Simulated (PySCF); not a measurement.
# Gas-phase XPS of sulfate ion, computed

Sulfate ion, SO₄ (charge -2).
SMILES with atom numbers: `[O:1]=[S:2](=[O:3])([O-:4])[O-:5]`

Structure used (PBE0-D3(BJ)/def2-SVP), in Å, numbered top down from 1:
```xyz
5
SO4 angstrom
O      0.151    1.191   -0.928
S      0.010   -0.006   -0.007
O      0.336   -1.274   -0.771
O     -1.413   -0.080    0.510
O      0.966    0.140    1.161
```

Computed, not measured: delta-SCF UKS SCAN, pcX-2 on the ionised atom, pcseg-1 elsewhere, spin-free X2C in PySCF. Vertical ΔSCF values, vacuum level as zero.

**Question.** What binding energy does each computed site have?

**Answer.** 
| atom(s) | environment | level | binding energy (eV) | 2p1/2 (eV) | count |
| --- | --- | --- | --- | --- | --- |
| O1/O3/O4/O5 | oxygen bonded to S | O 1s | 525.45 | – | 4 |
| S2 | sulfonyl sulfur | S 2p3/2 | 162.37 | 163.60 | 1 |
| S2 | sulfonyl sulfur | S 1s | 2471.55 | – | 1 |

**Question.** Give the binding energy of S 2p3/2 of S2 in hartree and in kJ/mol.

**Answer.** 162.37 eV = 5.9670 Eh = 15666 kJ/mol.

**Question.** Which photon energy gives electrons from S 2p3/2 of S2 a kinetic energy of 50 eV, and what is their de Broglie wavelength?

**Answer.** hν = 162.37 + 50 = 212.37 eV, recoil neglected; λ = 12.264 Å/√(E/eV) = 1.73 Å.

Atoms equivalent by their bonding share one computed value, that of the first of them. 2p3/2 and 2p1/2 are the ΔSCF energy of one spin-free 2p hole plus the eigenvalues of a spin–orbit and ligand-field matrix of the shell. 2p1/2 minus 2p3/2 (ligand field included): S 1.23 eV. The species carries charge -2, so core ionisation leaves charge -1. The basis sets have no added diffuse functions. Whether so highly charged an anion holds all its electrons in the gas phase wasn't checked; a finite basis holds them in any case. The ion is multiply charged and computed without counter-ions or solvent.
